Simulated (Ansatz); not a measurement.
Input file:

```yaml
crystal:
  periodic: [false, false, false]
  atoms:
    - {symbol: Cl, position_ang: [0.000000, -0.542913, 1.861701]}
    - {symbol: Ga, position_ang: [0.000000, 0.552125, 0.000000]}
    - {symbol: Cl, position_ang: [0.000000, -0.542913, -1.861701]}
basis:
  gaussian: {orbitals: STO-3G}
total_charge: 1
correlation: {active_space: {window: {electrons: 12, orbitals: 6}, fixed_orbitals: true}}
output: {forces: true}
```

```sh
$ ansatz run in.yaml --threads 1 --pin off --events-out ev --progress --plain --max-ram 2393MiB
```

The program prints:

```
373 factors; integrals over basis functions are off by at most 1.2e-5 eV
mean field evaluation 1: about -76452.8791 eV, gradient 3.9e1 eV
mean field evaluation 2: about -76452.8934 eV, gradient 3.9e1 eV
mean field evaluation 4: about -76460.3278 eV, gradient 2.6e0 eV
mean field evaluation 8: about -76460.3903 eV, gradient 2.4e-2 eV
mean field evaluation 16: about -76449.3896 eV, gradient 5.3e1 eV
mean field -76460.38965453 eV, -2809.8674930905 hartree, gradient 6.2e-6 eV, S^2 0.000000; 1 other end points of the search recorded, 0 dependent functions left out
reference -76460.38965453 eV, -2809.8674930905 hartree; 32, 32 occupied and 4, 4 virtual orbitals, 373 factors
state -76460.38965453 eV, -2809.8674930905 hartree
the calculation of the forces begins
Total energy: -76460.38965453 eV, -2809.8674930905 hartree
Atom 0 at     0.000000    -0.542913     1.861701 Å, force    -0.000000     2.384894    -2.182147 eV/Å
Atom 1 at     0.000000     0.552125     0.000000 Å, force     0.000000    -4.769787     0.000000 eV/Å
Atom 2 at     0.000000    -0.542913    -1.861701 Å, force    -0.000000     2.384894     2.182147 eV/Å
Dipole moment:     0.000000     0.979129    -0.000000 e Å
```

Forces (eV/Å):
```
Cl   0.000  2.385 -2.182
Ga   0.000 -4.770  0.000
Cl   0.000  2.385  2.182
```

Ran on 1 thread of Arm Neoverse V2, shared host: 0.6 s wall, 0.29 GiB peak host memory.
